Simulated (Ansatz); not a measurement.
Antiferromagnetic (type II) rock-salt MnS was calculated with r²SCAN (Ansatz, a first-principles code, PAW).

Settings: plane-wave cutoff 560 eV, 10×10×10 k mesh, Fermi–Dirac smearing 0.01 eV, spin-polarised with opposed moments, scalar-relativistic PAW data made under PBE.

Cell (measured lattice):

```
CELL_PARAMETERS angstrom
      5.22360     2.61180     2.61180
      2.61180     5.22360     2.61180
      2.61180     2.61180     5.22360
ATOMIC_POSITIONS crystal
  Mn 0.00000 0.00000 0.00000
  Mn 0.50000 0.50000 0.50000
  S  0.25000 0.25000 0.25000
  S  0.75000 0.75000 0.75000
```
Starting moments (μB, in the order of the record's atoms Mn Mn S S): 5.0 -5.0 0.0 0.0.

**Question.** Estimate the band gap, smallest direct gap on the k points sampled, Γ–Γ gap and magnetic moment (largest site, within a sphere) that the calculation returns.

**Answer.** 
- band gap: 1.80 eV (indirect)
- smallest direct gap on the k points sampled: 2.25 eV
- Γ–Γ gap: 3.50 eV
- magnetic moment (largest site, within a sphere): 4.34 μB

Note: cell and atoms aren't relaxed at this level (pressure -2.5 GPa).

Moments are spin moments.

Computed values are for the static lattice.
